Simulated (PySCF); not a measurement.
# Working out the electron affinity of Al

Al⁻ [Ne] 3s2 3p2 (3P) → Al [Ne] 3s2 3p1 (2P). All numbers are calculated (PySCF 2.14, no relativity, point nucleus, in def2-TZVPPD). Frozen: 1s2. Energies in hartree (1 hartree = 27.21139 eV):

| part | Al⁻ (lower) | Al (upper) |
| --- | --- | --- |
| UHF | -241.864239 | -241.874447 |
| CCSD correlation | -0.213750 | -0.201510 |
| (T) | -0.004600 | -0.003213 |

Q: What does Hartree-Fock give?

A: (-241.874447) − (-241.864239) = -0.010208 hartree = -0.278 eV.

Q: What do CCSD and CCSD(T) give?

A: The CCSD correlation energies differ by 0.012240 hartree = 0.333 eV and the triples by 0.001387 hartree = 0.038 eV, so CCSD gives 0.055 eV and CCSD(T) 0.093 eV.

A first-order spin-orbit estimate adds -0.002 eV to CCSD(T) (valence and next inner shell), giving 0.091 eV against 0.433 eV (measured; photodetachment measurements, as compiled on the Wikipedia data page of electron affinities).

What remains against the reference includes basis incompleteness, the frozen core and higher excitations.
